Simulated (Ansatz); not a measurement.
`[AlH2][SiH2]P`, charge 0, multiplicity 1.

Give a relaxed structure at PBE0-D4/def2-TZVP (the Gaussian-basis code of Ansatz). (Estimate.)

Computed: 
Z-matrix (Å, degrees):
```
Si
P 1 2.268
Al 1 2.455 2 109.4
H 1 1.494 2 105.2 3 -117.5
H 1 1.491 2 112.2 3 126.6
H 2 1.421 1 95.3 3 -162.8
H 2 1.421 1 94.4 3 -69.1
H 3 1.589 1 121.4 2 128.5
H 3 1.588 1 119.3 2 -51.0
```
This is one stationary point; other conformers may exist.
